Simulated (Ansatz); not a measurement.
This script drives Ansatz 0.2.0 through its Python package.

The script, `c3h5fs_methods.py`:
```python
# -*- coding: utf-8 -*-
"""C3H5FS at several levels of theory."""

from pathlib import Path

import ansatz
import numpy as np

GEOMETRY = """
C     1.06170   -0.18630   -0.60760
C     0.12830   -0.13280    0.55150
S    -1.12720   -1.31830    0.64390
C    -1.26590    0.37320    0.38060
F    -1.65660    0.79000   -0.87930
H     1.56370    0.77990   -0.72350
H     0.55750   -0.41460   -1.55330
H     1.83320   -0.94550   -0.44110
H     0.63920    0.08320    1.48060
H    -1.73390    0.97100    1.14830
"""


def main():
    geometry = ansatz.Crystal.molecule()
    for line in GEOMETRY.strip().splitlines():
        symbol, *xyz = line.split()
        geometry = geometry.atom(symbol, [float(v) for v in xyz])

    calculation = (
        geometry.calculation()
        .basis(gaussian="cc-pVDZ")
        .scf(lower_state_search="light")
    )

    print("functional    E (Ha)        dipole (D)   HOMO (eV)  LUMO (eV)")
    for name in ["pbe", "r2scan0", "hse06", "b3lyp", "hf"]:
        summary = calculation.functional(name).forces().orbitals().run(runs_dir="runs").report
        lines = Path(summary["orbitals_path"]).read_text().splitlines()
        field_of = lambda key: [line.split("=")[1].strip() for line in lines if line.startswith(key)]
        orbitals = [(27.211386 * float(e), s, float(n)) for e, s, n in zip(field_of("Ene="), field_of("Spin="), field_of("Occup="))]
        homo = max(e for e, _, n in orbitals if n > 0.5)
        lumo = min(e for e, _, n in orbitals if n < 0.5)
        dipole = 4.803205 * np.linalg.norm(summary["charge_distribution"]["dipole_moment_e_ang"])
        print(f"{name:10s} {summary['free_energy_ev'] / 27.211386246:14.6f} {dipole:9.3f} {homo:11.3f} {lumo:10.3f}")


if __name__ == "__main__":
    main()
```

It is started by `python c3h5fs_methods.py`. How long does it take on 1 thread of Arm Neoverse V1, on a shared host, and how much memory does it need?

It took about 26 s, with a peak of 0.29 GiB, for 5 runs of the engine.

Running `python c3h5fs_methods.py` prints:
```text
functional    E (Ha)        dipole (D)   HOMO (eV)  LUMO (eV)
pbe           -614.913080     1.782      -5.598     -0.261
r2scan0       -615.174569     2.013      -7.096      0.828
hse06         -614.949280     1.932      -6.497      0.344
b3lyp         -615.349205     1.876      -6.615      0.517
hf            -613.454918     2.233      -9.852      4.578
```

What to keep in mind:
- These settings explore the input space; basis and method may be short of convergence.
- The geometry is a force-field or estimated start, not a minimum of this method, and the basis set is short of its limit. A lower total doesn't mark the better method: functionals have no common bound, and MP2 and coupled cluster aren't variational.
- b3lyp holds the VWN-RPA fit, as in Gaussian; the form of ORCA and Turbomole is b3lyp5.
- Levels such as HOMO and LUMO are orbital energies: with these approximate functionals they aren't the ionisation energy and electron affinity, and their gap isn't the fundamental gap.
- For Al to Cl the sets with a tight d function, cc-pV(X+d)Z, are usual.
- hse06 follows the composition of plane-wave codes, whose totals differ by tens of mHa, up to about 0.1 Ha, from the form usual in Gaussian-basis programs (wpbeh).

(A comment or docstring line of the script was reworded after the run, the code is as it ran; lines on the test bed's own set-up are left out of the output.)
